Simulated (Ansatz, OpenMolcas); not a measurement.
## How methods differ on BNH3Cl (SMILES NBCl)

BNH3Cl has 6 atoms, charge 0, and is taken as a singlet. As SMILES, `NBCl`. The coordinates come from a PBE0-D4/def2-TZVP relaxation.

Quantity: the HOMO–LUMO gap, in eV. The values are calculated.

| level | kind | program | value (eV) | CPU time |
| --- | --- | --- | --- | --- |
| HF/aug-cc-pVDZ | Hartree–Fock | Ansatz | 12.61 | 5.9 s |
| SVWN5/aug-cc-pVDZ | LDA | OpenMolcas | 6.13 | 26 s |
| PBE/aug-cc-pVDZ | GGA | OpenMolcas | 6.21 | 37 s |
| M06-L/aug-cc-pVDZ | meta-GGA | OpenMolcas | 6.91 | 54 s |
| r2SCAN/aug-cc-pVDZ | meta-GGA | OpenMolcas | 6.88 | 50 s |
| B3LYP/aug-cc-pVDZ | global hybrid | OpenMolcas | 7.73 | 39 s |
| BHLYP/aug-cc-pVDZ | global hybrid | OpenMolcas | 9.77 | 33 s |
| M06-2X/aug-cc-pVDZ | hybrid meta-GGA | OpenMolcas | 9.53 | 50 s |

The values span 6.13 to 12.61 eV. Orbital gaps aren't excitation energies; they tend to grow with the share of exact exchange. CPU times are rough (shared hosts, several kinds of processor): they show what a rung costs within a factor of a few.
